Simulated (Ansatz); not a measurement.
GaS (P6₃/mmc, No. 194) was calculated with LDA (Ansatz, a quantum-chemistry and plane-wave program, plane waves, PAW).

Numerical settings: plane-wave cutoff 500 eV, 12×12×4 k mesh (along the axes of the cell as run), gaussian smearing 0.02 eV, scalar-relativistic PAW data made under PBE.

Computed at the level's own relaxed cell.

**Question.** What does this level give for the volume per atom, equilibrium lattice constant a and lattice parameter c?

**Answer.** 
volume per atom: 20.63 Å³/atom
equilibrium lattice constant a: 3.536 Å
lattice parameter c: 15.239 Å

Static lattice: no zero-point or thermal effects.

Computing time: very roughly 3 core-minutes.
